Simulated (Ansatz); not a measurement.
Pb (fcc, Cu type): values from a third-order Birch-Murnaghan fit to a volume scan beside measured ones. Computed values: PBE (plane waves to 420 eV, PAW, scalar-relativistic; Ansatz, a program for electronic structure). Pb was relaxed with its symmetry unable to fall. Spin-orbit coupling is left out, though Pb is heavy.

```
quantity                reference                                       kind
----------------------  ---------  -----------------------------------------
Lattice constant a (Å)      4.902  measured, corrected to the static lattice
Bulk modulus B₀ (GPa)          47  measured, corrected to the static lattice
```

References as given in: Gábor I. Csonka, John P. Perdew, Adrienn Ruzsinszky et al., Physical Review B (2009), arXiv:0903.4037; H. Levämäki, M. P. J. Punkkinen, K. Kokko et al., Physical Review B (2014), arXiv:1402.3671.

### Question
Estimate the PBE values and the sign and size of each difference.

### Answer
| quantity | PBE | difference |
|---|---|---|
| Lattice constant a (Å) | 5.034 | +2.7 % |
| Bulk modulus B₀ (GPa) | 40.2 | -14.5 % |

PBE overestimates the lattice constant a by 2.7 %. PBE underestimates the bulk modulus B₀ by 14.5 %.

(Under strain, the slope of the energy per volume gives the stress and its curvature an elastic modulus.)
